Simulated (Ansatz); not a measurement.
# U-r2SCAN/def2-SVPD run of CH5BN (SMILES B[N]C)

Aim: the vertical ionisation energy of CH5BN at U-r2SCAN/def2-SVPD, from 2 runs. 

The results are computed with Ansatz 0.2.0.

61 further runs of the same task are left out: 61 set aside as unsound or not needed.

## 1. Starting point

The species is CH5BN (8 atoms), meant as a doublet with charge 0. SMILES: `B[N]C`. Geometry: relaxed at PBE0-D4/def2-TZVP.

Bond lengths: B1–N2 1.332 Å, N2–C3 1.390 Å, B1–H4 1.210 Å, B1–H5 1.203 Å, C3–H6 1.096 Å, C3–H7 1.096 Å, C3–H8 1.102 Å. Angles: B1–N2–C3 164.6°, N2–B1–H4 118.7°, N2–B1–H5 121.1°, N2–C3–H6 112.2°, N2–C3–H7 112.2°, N2–C3–H8 109.0°, H4–B1–H5 120.3°, H6–C3–H7 109.2°, H6–C3–H8 107.0°, H7–C3–H8 107.0°.

## 2. A single-point energy at U-r2SCAN/def2-SVPD

Contents of job.yaml:

```yaml
crystal:
  periodic: [false, false, false]
  atoms:
    - {symbol: B, position_ang: [-0.373900, 1.096100, -0.965000]}
    - {symbol: N, position_ang: [0.058500, 0.275600, -0.008700]}
    - {symbol: C, position_ang: [0.339600, -0.835900, 0.776800]}
    - {symbol: H, position_ang: [-1.007800, 0.632300, -1.885400]}
    - {symbol: H, position_ang: [-0.143000, 2.276400, -0.921600]}
    - {symbol: H, position_ang: [-0.096400, -0.755000, 1.778600]}
    - {symbol: H, position_ang: [1.416200, -1.018200, 0.865300]}
    - {symbol: H, position_ang: [-0.101000, -1.728600, 0.304400]}
basis:
  gaussian:
    orbitals: def2-SVPD
magnetization:
  spin_polarized: true
  initial_magnetization: 1
hamiltonian:
  xc: r2scan
accuracy: high
output: {orbitals: {seedname: orbitals}}
```

Command:

```sh
$ ansatz run job.yaml --threads 1 --pin off --max-ram 3480MiB --events-out events.jsonl --progress --plain --runs-dir runs
```

Output:

```text
Warning: RAYON_NUM_THREADS=1 ignored (pool sized by the plan → 1); use --threads N
Functional definition: r2SCAN
  name "r2SCAN"
  parameter k0 = 0.174
  parameter k1 = 0.065
  parameter a1 = 4.9479
  exchange = r2scan_x(k0 = k0, k1 = k1, a1 = a1)
  correlation = r2scan_c
2079 factors; integrals over basis functions are off by at most 3.1e-9 eV
mean field evaluation 1: about -3274.2879 eV, gradient 3.1e1 eV
mean field evaluation 2: about -3266.2142 eV, gradient 5.0e1 eV
mean field evaluation 4: about -3279.1748 eV, gradient 2.1e0 eV
mean field evaluation 8: about -3279.2026 eV, gradient 1.4e-1 eV
mean field evaluation 16: about -3279.2029 eV, gradient 7.7e-5 eV
mean field -3279.20286250 eV, -120.5084824732 hartree, gradient 2.1e-8 eV, S^2 0.761965; 0 other end points of the search recorded, 0 dependent functions left out
reference -3279.20286517 eV, -120.5084825716 hartree; 12, 11 occupied and 88, 89 virtual orbitals, 2079 factors
Total energy: -3279.20286517 eV, -120.5084825716 hartree
```

Run time: 28 s. Hardware: 1 thread of Arm Neoverse N1, shared host; peak memory 0.42 GiB.

## 3. The singlet cation, same level

Contents of input.yaml:

```yaml
crystal:
  periodic: [false, false, false]
  atoms:
    - {symbol: B, position_ang: [-0.373900, 1.096100, -0.965000]}
    - {symbol: "N", position_ang: [0.058500, 0.275600, -0.008700]}
    - {symbol: C, position_ang: [0.339600, -0.835900, 0.776800]}
    - {symbol: H, position_ang: [-1.007800, 0.632300, -1.885400]}
    - {symbol: H, position_ang: [-0.143000, 2.276400, -0.921600]}
    - {symbol: H, position_ang: [-0.096400, -0.755000, 1.778600]}
    - {symbol: H, position_ang: [1.416200, -1.018200, 0.865300]}
    - {symbol: H, position_ang: [-0.101000, -1.728600, 0.304400]}
basis:
  gaussian:
    orbitals: def2-SVPD
total_charge: 1
hamiltonian:
  xc: r2scan
accuracy: high
output: {orbitals: {seedname: orbitals}}
```

Command:

```sh
$ ansatz run input.yaml --threads 1 --pin off --max-ram 3480MiB --events-out events.jsonl --progress --plain --runs-dir runs
```

Output, cut to the lines that bear on the results:

```text
Warning: RAYON_NUM_THREADS=1 ignored (pool sized by the plan → 1); use --threads N
[... 7 set-up lines as earlier in the session ...]
2079 factors; integrals over basis functions are off by at most 3.1e-9 eV
mean field evaluation 1: about -3253.6930 eV, gradient 8.1e1 eV
mean field evaluation 2: about -3201.0235 eV, gradient 1.4e2 eV
mean field evaluation 4: about -3269.0356 eV, gradient 1.9e1 eV
mean field evaluation 8: about -3269.8560 eV, gradient 3.7e-1 eV
mean field evaluation 16: about -3269.8566 eV, gradient 4.1e-5 eV
mean field -3269.85655834 eV, -120.1650121307 hartree, gradient 2.4e-8 eV, S^2 0.000000; 0 other end points of the search recorded, 0 dependent functions left out
reference -3269.85655943 eV, -120.1650121705 hartree; 11, 11 occupied and 89, 89 virtual orbitals, 2079 factors
Total energy: -3269.85655943 eV, -120.1650121705 hartree
```

Wall time 17 s (1 thread of Arm Neoverse N1, shared host); peak memory 0.3 GiB.

## 4. What came out

Level: U-r2SCAN/def2-SVPD.

| quantity | value |
| --- | --- |
| doublet CH5BN: total energy | -120.50848 Eh |
| doublet CH5BN: HOMO energy (highest over α and β) | -6.08 eV |
| doublet CH5BN: LUMO energy (lowest over α and β) | -3.38 eV |
| doublet CH5BN: ⟨S²⟩ | 0.762 |
| singlet cation: total energy | -120.16501 Eh |
| singlet cation: HOMO energy | -14.09 eV |
| singlet cation: LUMO energy | -12.45 eV |
| singlet cation: HOMO–LUMO gap | 1.64 eV |
| vertical ionisation energy (to the singlet cation) | 9.346 eV |

In words: The vertical ionisation energy comes to 9.35 eV (902 kJ/mol). Only the singlet of the ionised species was computed; a triplet could lie lower.
